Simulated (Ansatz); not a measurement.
The input, for Ansatz 0.2.0:

```yaml
crystal:
  periodic: [false, false, false]
  atoms:
    - {symbol: B, position_ang: [0.000000, 0.000000, 0.762520]}
    - {symbol: B, position_ang: [0.000000, 0.000000, -0.762520]}
    - {symbol: H, position_ang: [0.000000, 0.000000, 1.938254]}
    - {symbol: H, position_ang: [0.000000, 0.000000, -1.938254]}
basis:
  gaussian: {orbitals: cc-pVDZ}
magnetization: {spin_polarized: true, initial_magnetization: 0}
correlation: {method: ccsd_t, electrons: outside_noble_gas}
```

```sh
$ ansatz run in.yaml --threads 1 --pin off --events-out ev --progress --plain --max-ram 3956MiB --backend cpu
```

Output:

```
350 factors; integrals over basis functions are off by at most 1.3e-3 eV
mean field evaluation 1: about -1370.0410 eV, gradient 8.5e0 eV
mean field evaluation 2: about -1370.0411 eV, gradient 8.5e0 eV
mean field evaluation 4: about -1370.7947 eV, gradient 1.7e-1 eV
mean field evaluation 8: about -1370.7951 eV, gradient 5.6e-5 eV
mean field evaluation 16: about -1371.7734 eV, gradient 3.9e-2 eV
mean field evaluation 32: about -1370.7951 eV, gradient 2.4e-3 eV
mean field evaluation 64: about -1371.3468 eV, gradient 5.6e0 eV
mean field evaluation 96: about -1370.7951 eV, gradient 2.7e-6 eV
mean field evaluation 128: about -1370.7986 eV, gradient 3.4e-1 eV
mean field evaluation 160: about -1370.7951 eV, gradient 2.0e-4 eV
mean field evaluation 192: about -1371.7735 eV, gradient 9.4e-3 eV
mean field -1371.77347025 eV, -50.4117452104 hartree, gradient 9.2e-7 eV, S^2 1.009081; 12 other end points of the search recorded, 0 dependent functions left out
determinant -1371.77347025 eV, -50.4117452104 hartree, with singles and doubles -1376.11001162 eV, -50.5711101663 hartree
determinant -1370.79506467 eV, -50.3757894682 hartree, with singles and doubles -1375.53903005 eV, -50.5501269803 hartree
2 core orbitals not correlated: weight in the atoms' cores, before any rotation towards them, 1.000 or more for the frozen orbitals, at most 0.000 for the correlated occupied ones
reference -1371.77347025 eV, -50.4117452104 hartree; 4, 4 occupied and 32, 32 virtual orbitals, 350 factors
second order -3.45729546 eV of doubles, -0.00000000 eV of singles
cycle   1  -4.33772457 eV  change   -1.2e-3 eV  update   2.9e-3
cycle   2  -4.33893484 eV  change   -1.2e-3 eV  update   2.4e-3
cycle   3  -4.34012200 eV  change   -1.2e-3 eV  update   1.9e-3
cycle   4  -4.34196224 eV  change   -1.8e-3 eV  update   1.4e-3
cycle   5  -4.34351330 eV  change   -1.6e-3 eV  update   4.0e-4
cycle   6  -4.34419970 eV  change   -6.9e-4 eV  update   1.2e-4
cycle   7  -4.34425494 eV  change   -5.5e-5 eV  update   3.0e-5
cycle   8  -4.34423228 eV  change    2.3e-5 eV  update   1.1e-5
cycle   9  -4.34422497 eV  change    7.3e-6 eV  update   2.6e-6
perturbative correction -0.15925717 eV, -0.0058525931 hartree
WARN: the results are in doubt because among natural orbitals full CI differs from the method by +0.679 eV
Total energy: -1376.27695240 eV, -50.5772451266 hartree
In doubt: among natural orbitals full CI differs from the method by +0.679 eV
```

The determinant's ⟨S²⟩ is 1.01 against 0.00 for a pure state.

Ran on 1 thread of AMD EPYC 7R13, shared host: 1.5 s wall, 0.13 GiB peak host memory.
